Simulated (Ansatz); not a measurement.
For fcc Pt, LDA in Ansatz (plane waves, PAW) gives:

* **lattice parameter a**: 3.894 Å
* **bulk modulus**: 307 GPa

**Question.** What does r²SCANh in Ansatz (PAW) give for the same quantities?

**Answer.** 
- lattice constant a: 3.927 Å (increases by 0.8 %)
- bulk modulus: 280 GPa (decreases by 8.8 %)

For comparison: lattice constant a 3.913 Å (measured, static lattice: zero-point anharmonic expansion removed; as tabulated in Mejia-Rodriguez and Trickey (2018), arXiv:1807.09216); bulk modulus 289 GPa (measured, corrected for temperature and zero-point phonon effects; as tabulated in Levämäki et al. (2014), arXiv:1402.3671).

Changes are worked out from the printed values.

Unless a cell is named, each level is at its own relaxed cell (LDA 14.76, r²SCANh 15.14 Å³/atom).

Levels without +SOC leave out spin–orbit coupling, which shifts energies and cells of such heavy elements.

The crystal itself was run without spin with LDA, r²SCANh; a magnetic state was not tried in these runs.

Ansatz's density-functional and Hartree–Fock values are scalar-relativistic unless marked +SOC, with PAW data made under PBE.

Ansatz is a program for electronic structure.
